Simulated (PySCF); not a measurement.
# SF: from the state search to spectroscopic constants

Aim: find the lowest electronic state of SF, scan its bond at several levels of theory, and get bond length, wavenumber and dissociation energy from each curve.

Computed with PySCF 2.14.0. Level: S def2-SVPD, F def2-SVPD, no relativity.

## Step 1: Input

A driver script around PySCF takes these settings:

- atoms: S, F
- charge: 0
- basis: S def2-SVPD, F def2-SVPD
- Hamiltonian: no relativity
- basis functions: 50
- electrons treated: 25
- masses in u: 31.9721, 18.9984
- levels: PBE0, PBE, r²SCAN, MN15, TPSSh, B2PLYP, LC-ωPBE, HF, MP2, SCS-MP2, CCSD, CCSD(T)
- grid: 80 radial by 434 angular points
- occupations: held fixed by the projection of orbital angular momentum
- dissociation limit: S + F, each in its ground configuration
- starting distance in angstrom: 1.600
- values of 2S to try: 1, 3

Command:

```console
> OMP_NUM_THREADS=1 python dia.py task.json out
```

After this run come: First curve: PBE0; Other states along the same grid; PBE (GGA); r²SCAN (meta-GGA); MN15; TPSSh; B2PLYP (double hybrid); LC-ωPBE; UHF (mean field); MP2 and coupled cluster.

What does the calculation give? Wanted: for each run, Re; ωe; De; μ.

The runs gave:

Lowest PBE0 solution found, without spin–orbit coupling: ²Π (doublet), unpaired electrons π ↑. State 2 has its PBE0 minimum 1.77 eV higher. The other levels ran on the lowest alone.

```tsv
level	Re (Å)	ωe (cm⁻¹)	De (eV)	μ (D)
UHF	1.605	900	1.29	-1.23
UHF-MP2	1.646	813	3.32	n/a
UHF-SCS-MP2	1.649	804	3.19	n/a
UHF-CCSD	1.644	819	2.95	n/a
UHF-CCSD(T)	1.652	795	3.10	n/a
PBE	1.651	797	3.94	-0.83
r²SCAN	1.636	825	3.56	-0.84
TPSSh	1.639	825	3.52	-0.88
PBE0	1.626	850	3.47	-0.92
MN15	1.612	873	3.67	-0.89
LC-ωPBE	1.620	876	3.51	-0.96
B2PLYP	1.642	814	3.39	-1.24
```

De is counted to S + F in their ground configurations. A positive dipole means S(−)F(+).

Differences from CCSD(T) in the same basis:

```tsv
level	Re (mÅ)	ωe (%)
UHF	-48	+13.2
UHF-MP2	-6	+2.3
UHF-SCS-MP2	-4	+1.1
UHF-CCSD	-8	+3.0
PBE	-1	+0.3
r²SCAN	-16	+3.8
TPSSh	-14	+3.7
PBE0	-27	+6.9
MN15	-40	+9.9
LC-ωPBE	-33	+10.2
B2PLYP	-10	+2.4
```

In words: Against CCSD(T) in the same basis, the bond length is nearest at PBE (-1 mÅ) and farthest at UHF (-48 mÅ); the wavenumber is nearest at PBE (+0.3 %) and farthest at UHF (+13.2 %). Hartree–Fock makes the bond too short and too stiff against this reference, as it mostly does. CCSD(T) in a basis this small is itself some way from its limit, more so than the functionals. Among the levels with a De in the table, it runs from 1.29 eV (UHF) to 3.94 eV (PBE).

Correlated steps freeze 6 core orbitals. B2PLYP dipoles, levels and charges come from its SCF part alone.
